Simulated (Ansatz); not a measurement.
fcc Sr was calculated with r²SCAN-D4 (plane waves, PAW; Ansatz, an electronic-structure program).

Settings: plane-wave cutoff 500 eV, 20×20×20 k mesh, Fermi–Dirac smearing 0.1 eV, scalar-relativistic PAW data made under PBE.

Computed at the level's own relaxed cell.

Problem. Estimate the volume per atom and equilibrium lattice constant a that the calculation returns.

Solution. 
volume per atom: 56.16 Å³/atom
equilibrium lattice constant a: 6.079 Å

Measured, for comparison: equilibrium volume per atom 55.22 Å³/atom, lattice constant a 6.045 Å (low-temperature or extrapolated to 0 K; zero-point anharmonic expansion removed; as tabulated in Csonka et al. (2009), arXiv:0903.4037). Computed (rounded) less measured: equilibrium volume per atom +1.7 %, lattice constant a +0.6 %.

The computed numbers hold no vibrational or temperature effects.

The result took roughly 80 core-seconds.
